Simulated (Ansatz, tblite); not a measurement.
# The cluster SrSe2−: rung by rung

One table from this session's results is given with a row withheld; the runs are named, their logs left out.

The runs use Ansatz 0.2.0, Gaussian basis; as each input shows.

Levels to be run: GFN1-xTB, GFN2-xTB, PBE-D4/def2-TZVPD, r2SCAN-D4/def2-TZVPD, ωB97M-V/def2-TZVPD, CAM-B3LYP-D4/def2-TZVPD, ωB97X-V/def2-TZVPD, revPBE-D4/def2-TZVPD, HSE06-D4/def2-TZVPD, PBE-D4/def2-SVPD, PBE0-D4/def2-SVPD, CCSD(T)/def2-SVPD, MP2/def2-TZVPD, RPA/def2-TZVPD.

3 further runs of the same task are left out: 3 set aside as unsound or not needed. Runs told in other sessions of the task aren't counted.

## The relaxed structure

The geometry is that of the doublet, from an earlier relaxation (PBE-D4/def2-TZVPD). At that level it is the lowest of the isomers that a small search found.

3 atoms, charge -1, spin multiplicity 2.

Bond lengths: Sr1–Se2 2.737 Å, Sr1–Se3 2.737 Å. Angles: Se2–Sr1–Se3 179.1°.

Coordinates:

```xyz
3
charge -1, multiplicity 2
Sr    0.0050   -0.0123   -0.0049
Se   -2.5658   -0.9212   -0.2443
Se    2.5607    0.9336    0.2492
```

Sr takes a core potential in the def2 sets. No spin-orbit coupling is included. The ion is computed in the gas phase, without counter-ions or solvent.

PBE0-D4/def2-TZVPD was run before; its log isn't repeated, and its numbers join the tables.

The first run:

Tight binding, by tblite at 300 K electronic temperature and without a spin-polarisation term:

```python
tblite.interface.Calculator('GFN1-xTB', numbers, positions, charge=-1, uhf=1).singlepoint()
```

Tight binding, by tblite at 300 K electronic temperature and without a spin-polarisation term:

```python
tblite.interface.Calculator('GFN2-xTB', numbers, positions, charge=-1, uhf=1).singlepoint()
```

start.molden holds the orbitals of an earlier run on this state, given as this run's starting guess.

The input, in.yaml:

```yaml
crystal:
  periodic: [false, false, false]
  atoms:
    - {symbol: Sr, position_ang: [0.005039, -0.012310, -0.004868]}
    - {symbol: Se, position_ang: [-2.565771, -0.921246, -0.244306]}
    - {symbol: Se, position_ang: [2.560732, 0.933556, 0.249174]}
basis:
  gaussian: {orbitals: def2-TZVPD, initial_orbitals: start.molden}
total_charge: -1
magnetization: {spin_polarized: true, initial_magnetization: 1}
hamiltonian: {xc: pbe, dispersion: d4}
scf: {omitted_lower_state_checks: [starts]}
output: {orbitals: {seedname: orbitals}}
```

Run with:

```bash
ansatz run in.yaml --threads 4 --pin off --events-out ev --progress --plain --max-ram 3916MiB
```

Among the steps run: PBE-D4/def2-TZVPD; r2SCAN-D4/def2-TZVPD; ωB97M-V/def2-TZVPD; CAM-B3LYP-D4/def2-TZVPD; ωB97X-V/def2-TZVPD; revPBE-D4/def2-TZVPD; HSE06-D4/def2-TZVPD; PBE-D4/def2-SVPD; PBE0-D4/def2-SVPD; CCSD(T)/def2-SVPD; MP2/def2-TZVPD; RPA/def2-TZVPD.

One table of the session follows, with a row left open; its other results are not shown here.

It belongs to the step «Levels side by side». 

```
                  level  HOMO (eV)  gap (eV)
       PBE-D4/def2-SVPD      -0.77      0.23
      PBE-D4/def2-TZVPD      -0.77      0.30
   revPBE-D4/def2-TZVPD      -0.71      0.32
   r2SCAN-D4/def2-TZVPD      -0.95      0.52
      PBE0-D4/def2-SVPD      -1.72      1.69
     PBE0-D4/def2-TZVPD          ?         ?
    HSE06-D4/def2-TZVPD      -1.33      1.08
CAM-B3LYP-D4/def2-TZVPD      -2.60      3.32
     ωB97X-V/def2-TZVPD      -3.15      4.49
     ωB97M-V/def2-TZVPD      -3.17      4.45
```

Estimate the missing values for PBE0-D4/def2-TZVPD.

As computed: HOMO (eV): -1.72; gap (eV): 1.77.
